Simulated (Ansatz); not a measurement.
# BH4O (doublet): wave-function methods side by side at distance B1–H4 along a hydrogen transfer = 1.110 Å, cc-pVDZ

Aim: climb from Hartree-Fock through coupled cluster and multireference methods for BH4O (doublet) at one geometry and basis, and see what each rung misses.

The runs use Ansatz 0.2.0, Gaussian basis; cc-pVDZ, core rule «outside noble gas», up to 2 orbitals frozen.

To be run: UHF; CCSD(T) on ROHF; CCSD(T) on UHF; BCCD(T) on ROHF; CISD; CCSDT(Q) on ROHF; CCSDT(Q) on UHF; CASSCF and MRCISD+Q, 3 electrons in 3 orbitals; CASSCF and NEVPT2, 3 electrons in 3 orbitals.

11 further runs of the same task are left out: 4 for a mislabelled method, 6 that didn't finish, 1 set aside as unsound or not needed.

### 1 The geometry

The geometry derives from fragments relaxed apart (PBE0/def2-TZVP) and kept rigid, so it is no stationary point. A hydrogen atom is moved between rigid fragments.

6 atoms, charge 0, spin multiplicity 2.

Atoms are counted from 1 here; the program's logs count them from 0.

Bond lengths: B1–H2 1.193 Å, B1–H3 1.193 Å, B1–H4 1.110 Å, O5–H6 0.973 Å. Angles: H2–B1–H3 120.0°, H2–B1–H4 120.0°, H3–B1–H4 120.0°.

### 2 UHF

in.yaml reads:

```yaml
crystal:
  periodic: [false, false, false]
  atoms:
    - {symbol: B, position_ang: [-1.567157, 0.030718, 0.000000]}
    - {symbol: H, position_ang: [-2.163890, 1.064290, 0.000000]}
    - {symbol: H, position_ang: [-2.163891, -1.002853, 0.000000]}
    - {symbol: H, position_ang: [-0.457157, 0.030718, 0.000000]}
    - {symbol: O, position_ang: [1.264843, 0.030718, 0.000000]}
    - {symbol: H, position_ang: [1.516702, -0.909232, 0.000000]}
basis:
  gaussian: {orbitals: cc-pVDZ}
magnetization: {spin_polarized: true, initial_magnetization: 1}
hamiltonian: {xc: hf}
output: {orbitals: {seedname: orbitals}}
```

Run with:

```sh
> ansatz run in.yaml --threads 1 --pin off --events-out ev --progress --plain --max-ram 2393MiB
```

After this run come: CCSD(T) on ROHF; CCSD(T) on UHF; BCCD(T) on ROHF; CISD; CCSDT(Q) on ROHF; CCSDT(Q) on UHF; CASSCF and MRCISD+Q, 3 electrons in 3 orbitals; CASSCF and NEVPT2, 3 electrons in 3 orbitals.

**Question.** What will the summary of the whole plan be? Wanted: UCCSDT(Q) below the RHF energy; RMP2 from UCCSDT(Q); UMP2 from UCCSDT(Q); RCCSD from UCCSDT(Q); RCCSD(T) from UCCSDT(Q); UCCSD(T) from UCCSDT(Q); RCCSDT(Q) from UCCSDT(Q); NEVPT2 pair from UCCSDT(Q); MRCISD+Q pair from UCCSDT(Q).

As calculated:

| quantity | value |
| --- | --- |
| UCCSDT(Q) below the RHF energy | -8.0229 eV |
| RMP2 from UCCSDT(Q) | +114.0 kJ/mol |
| UMP2 from UCCSDT(Q) | +114.2 kJ/mol |
| RCCSD from UCCSDT(Q) | +13.1 kJ/mol |
| RCCSD(T) from UCCSDT(Q) | +2.6 kJ/mol |
| UCCSD(T) from UCCSDT(Q) | +2.5 kJ/mol |
| RCCSDT(Q) from UCCSDT(Q) | +0.1 kJ/mol |
| NEVPT2 pair from UCCSDT(Q) | +107.8 kJ/mol |
| MRCISD+Q pair from UCCSDT(Q) | +3.9 kJ/mol |
| levels within 1 kcal/mol (43 meV) | RCCSD(T), UCCSD(T), BCCD(T), RCCSDT, UCCSDT, RCCSDT(Q), MRCISD+Q pair |
| T1 diagnostic | 0.016 |

What this shows: RCCSD(T) lands +2.6 kJ/mol from the yardstick (0.3 % of the correlation energy). Of the multireference levels listed MRCISD+Q pair comes nearest in total energy (+3.9 kJ/mol), which doesn't show that its space is the better one. These misses are within one basis, not against nature; the frozen cores of restricted and unrestricted runs differ, which can shift their rows.
